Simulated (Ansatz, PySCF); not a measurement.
Reaction (SMILES): CSC [methylsulfanylmethane] + H+ -> C[SH+]C
Geometries: B3LYP-D3(BJ)/def2-TZVP minima from Ansatz (a program for electronic structure).

Wanted: proton affinity (electronic energy difference), positive where the reaction releases energy, in kcal/mol. Correlated levels leave the core frozen unless marked. No spin-orbit coupling. No relativistic terms. CBS marks a two-point X^-3 extrapolation of the correlation energy; Hartree-Fock from the larger set. [CCSD(T)-MP2]/basis is that difference in the basis named.

| level | program | proton affinity (kcal/mol) |
|---|---|---|
| HF-D3(BJ)/def2-TZVPD | PySCF + dftd3 | 212.6 |

### Question
What does RI-MP2/CBS(cc-pV(T+d)Z,cc-pV(Q+d)Z)+[CCSD(T)-MP2]/cc-pV(T+d)Z (Ansatz) give?

### Answer
204.0 kcal/mol
